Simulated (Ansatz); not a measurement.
# CH3FS2: the cost of one run

The runs use Ansatz 0.2.0, Gaussian basis; the settings change from run to run.

## (1) The molecule

The structure was relaxed beforehand with PBE0-D4 in a triple-zeta def2 set.

SMILES `FC(S)S`, 7 atoms, charge 0, spin multiplicity 1.

Atoms are counted from 1 here; the program's logs count them from 0.

Bond lengths: F1–C2 1.370 Å, C2–S3 1.794 Å, C2–S4 1.816 Å, C2–H5 1.090 Å, S3–H6 1.346 Å, S4–H7 1.342 Å. Angles: F1–C2–S3 112.0°, F1–C2–S4 105.8°, F1–C2–H5 107.5°, S3–C2–S4 109.7°, S3–C2–H5 110.6°, S4–C2–H5 111.1°, C2–S3–H6 96.0°, C2–S4–H7 94.8°.

As a file:

```xyz
7
CH3FS2
F    -0.7207   -1.4943    0.4687
C    -0.2973   -0.2566    0.0627
S     1.3249    0.1471    0.7138
S    -0.2295   -0.3284   -1.7502
H    -1.0372    0.4702    0.3985
H     0.9080    0.4335    1.9615
H     0.1130    0.9606   -1.9008
```

## (2) B2GP-PLYP/6-31G

Options: multiplicity 3, a point charge of 2.00 e beside it, high accuracy.

in.yaml

```yaml
crystal:
  periodic: [false, false, false]
  atoms:
    - {symbol: F, position_ang: [-0.720662, -1.494257, 0.468718]}
    - {symbol: C, position_ang: [-0.297347, -0.256636, 0.062705]}
    - {symbol: S, position_ang: [1.324930, 0.147133, 0.713792]}
    - {symbol: S, position_ang: [-0.229547, -0.328384, -1.750213]}
    - {symbol: H, position_ang: [-1.037158, 0.470200, 0.398456]}
    - {symbol: H, position_ang: [0.908002, 0.433478, 1.961495]}
    - {symbol: H, position_ang: [0.112983, 0.960565, -1.900752]}
basis:
  gaussian: {orbitals: 6-31G, point_charges: [{charge: 2.00, position_ang: [6.265, 0.908, -0.076]}]}
magnetization: {spin_polarized: true, initial_magnetization: 2}
hamiltonian: {xc: {name: B2GP-PLYP}}
accuracy: high
output: {forces: true}
```

On the command line:

```
$ ansatz run in.yaml --threads 2 --pin off --events-out ev --progress --plain --max-ram 4352MiB
```

**Question.** How long does this run take on 2 threads of Arm Neoverse V1, shared host, and how much memory does it need?

About 18 s, with a peak of 0.26 GiB.
